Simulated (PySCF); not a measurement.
Compound: phosphaethyne, CHP.
InChI=1S/CHP/c1-2/h1H

Method used: TDDFT wB97X-D/def2-SVPD, vertical, gas phase, core orbitals frozen in the response in PySCF. Isolated species at its PBE0-D3(BJ)/def2-SVP geometry, gas phase.

Computed states:

| state | E (eV) | f |
| --- | --- | --- |
| S1 | 4.45 | 0.0000 |
| S2 | 4.83 | 0.0000 |
| S3 | 4.83 | 0.0000 |
| S4 | 7.45 | 0.017 |
| S5 | 7.45 | 0.017 |
| S6 | 7.99 | 0.552 |
| S7 | 8.09 | 0.139 |
| S8 | 8.09 | 0.139 |
| S9 | 8.87 | 0.035 |
| S10 | 8.87 | 0.035 |

Broadening: Gaussians 0.3 eV wide at half height, area fixed by f = 4.319×10⁻⁹ ∫ε dν̃. The cross-section is σ = 3.8235×10⁻²¹ ε cm², given in Mb (10⁻¹⁸ cm²). The width is an assumption, not a result. The curve ends short of the highest state used, and states not computed would add to its high-energy end.

Problem. What does the envelope look like, and where are its maxima?

Solution. 
```tsv
E (eV)	σ (Mb)
4.00	0.00
4.13	0.00
4.25	0.00
4.37	0.00
4.49	0.00
4.61	0.00
4.74	0.00
4.86	0.00
4.98	0.00
5.10	0.00
5.22	0.00
5.34	0.00
5.47	0.00
5.59	0.00
5.71	0.00
5.83	0.00
5.95	0.00
6.08	0.00
6.20	0.00
6.32	0.00
6.44	0.00
6.56	0.00
6.69	0.00
6.81	0.00
6.93	0.00
7.05	0.08
7.17	0.99
7.29	5.15
7.42	11.31
7.54	9.67
7.66	10.58
7.78	56.61
7.90	182.86
8.03	265.14
8.15	168.29
8.27	50.51
```

Maxima: 166 nm (7.46 eV), ε about 3100, made up of S4 (50%) and S5 (50%); 155 nm (8.02 eV), ε about 70000, made up of S6 (69%), S7 (16%) and S8 (16%) (ε in L mol⁻¹ cm⁻¹; maxima over ε = 5, shares over 10%).

Problem. Coming from long wavelengths, where does ε first pass 100 L mol⁻¹ cm⁻¹?

Solution. At about 174 nm (7.12 eV), 2.67 eV above S1.

Problem. What would ε be at 8.02 eV, the highest of these maxima, with half the width (0.15 eV)?

Solution. About 115000 L mol⁻¹ cm⁻¹ against 69600, a factor of about 1.6; a lone state at its own centre would give exactly 2.

All these states lie below the vertical ionisation energy of 10.74 eV (ΔSCF).
